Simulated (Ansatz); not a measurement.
Results of LDA (Ansatz, a first-principles code, PAW) for CsYCdSe3 (Cmcm, No. 63).

Numerical settings: plane-wave cutoff 520 eV, 8×8×4 k mesh (along the axes of the cell as run), Fermi–Dirac smearing 0.01 eV, scalar-relativistic PAW data made under PBE.

Cell (measured lattice):

```
CdCsYSe3
1.0
    2.11930    -7.90950     0.00000
    2.11930     7.90950     0.00000
    0.00000     0.00000    11.06390
Cs Y Cd Se
2 2 2 6
Direct
  0.25761   0.74239   0.25000
  0.74239   0.25761   0.75000
  0.00000   0.00000   0.00000
  0.00000   0.00000   0.50000
  0.54234   0.45766   0.25000
  0.45766   0.54234   0.75000
  0.62038   0.37962   0.04507
  0.37962   0.62038   0.54507
  0.37962   0.62038   0.95493
  0.62038   0.37962   0.45493
  0.94079   0.05921   0.25000
  0.05921   0.94079   0.75000
```

### Question
What does this level give for the band gap?

### Answer

- band gap = 1.96 eV

Note: cell and atoms aren't relaxed at this level (largest force component 0.17 eV/Å, pressure -2.0 GPa).

Spin–orbit coupling is not included.

Static lattice: no zero-point or thermal effects.

It cost very roughly 7 core-minutes of CPU time.
